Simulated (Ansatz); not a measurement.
Molecule: BCl₂, net charge 0, doublet state. It need not be the lowest isomer of its formula. 
Structure (B3LYP-D3(BJ)/def2-TZVP (Ansatz, a quantum-chemistry and plane-wave program) minimum search):
```
B
Cl 1 1.7273
Cl 1 1.7273 2 125.68
```
Charge 0, spin multiplicity 2.

Basis-set convergence of Hartree-Fock and CCSD correlation energies (hartree) with Ansatz. Cores are frozen in the correlated levels unless marked. UHF or UKS for open shells. No spin-orbit coupling. No relativistic terms.

```json
[
 {"basis": "cc-pV(D+d)Z", "functions": "60", "E(HF)": "-943.71783", "E(corr, CCSD)": "-0.36517"},
 {"basis": "cc-pV(T+d)Z", "functions": "108", "E(HF)": "-943.75184", "E(corr, CCSD)": "-0.48195"},
 {"basis": "cc-pV(Q+d)Z", "functions": "183", "E(HF)": "-943.76043", "E(corr, CCSD)": "-0.52176"}
]
```

Extrapolating the two largest sets (X = 3 and 4) as X^-3: E(corr) = (64·(-0.52176) - 27·(-0.48195))/37 = -0.5508 Eh, an estimate of the basis-set limit. The largest set recovers 94.7 % of it, the smallest 66.3 %.
